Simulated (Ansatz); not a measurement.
`[Li][Cl]` + H₂ → `[LiH]` + HCl at 600 K and 1 bar (hydrogenolysis of a Li–Cl bond).

Computed with Ansatz on PBE0-D4/def2-TZVP structures; ΔE is electronic, products minus reactants. CCSD(T)/CBS adds triple-zeta CCSD(T) − MP2 to the extrapolated MP2 energy (def2 sets, frozen cores). This one scheme is used for every species. For Li outer-core shells are correlated without core-valence functions, which leaves a few kJ/mol of doubt a bond.

```
   species  CCSD(T)/CBS energy (Eh)  H − E (kJ/mol)  S (J/(mol·K))
`[Li][Cl]`               -467.35841            23.4          236.7
        H₂                 -1.17544            43.9          150.8
   `[LiH]`                 -8.06146            26.5          192.2
       HCl               -460.38127            35.4          207.2
```

H − E and S are ideal-gas, rigid-rotor, harmonic terms from PBE0-D4/def2-TZVP. The MP2-based limit puts H₂ 0.8 mEh under its directly extrapolated value; such offsets cancel only in part. 1 Eh = 2625.50 kJ/mol, R = 8.31446 J/(mol·K).

**Question.** By hand: ΔE, ΔH, ΔS and ΔG.

**Answer.** ΔE = (-8.06146) + (-460.38127) − (-467.35841) − (-1.17544) = 0.09112 Eh = 239.2 kJ/mol. Δ(H − E) = 26.5 + 35.4 − 23.4 − 43.9 = -5.4, so ΔH = 233.8 kJ/mol. ΔS = 192.2 + 207.2 − 236.7 − 150.8 = 11.9 J/(mol·K). ΔG = 233.8 − 600 × (11.9)/1000 = 226.7 kJ/mol.

**Question.** By hand: the equilibrium constant, and the temperature at which ΔG would vanish if ΔH and ΔS stayed fixed.

**Answer.** log₁₀ K = −ΔG/(RT ln 10) = -19.7. ΔG = 0 at ΔH/ΔS = 19647 K, far beyond where these terms or the molecules hold.

The number of gas molecules stays the same, so ΔS is small and ΔH decides. A doubt of 5 kJ/mol in ΔE shifts log₁₀ K by 0.4 here. These are equilibria of isolated gas molecules and say nothing of rates. Largest T1 diagnostic: 0.009 (customary marks: 0.02 for closed shells, 0.045 for open ones).
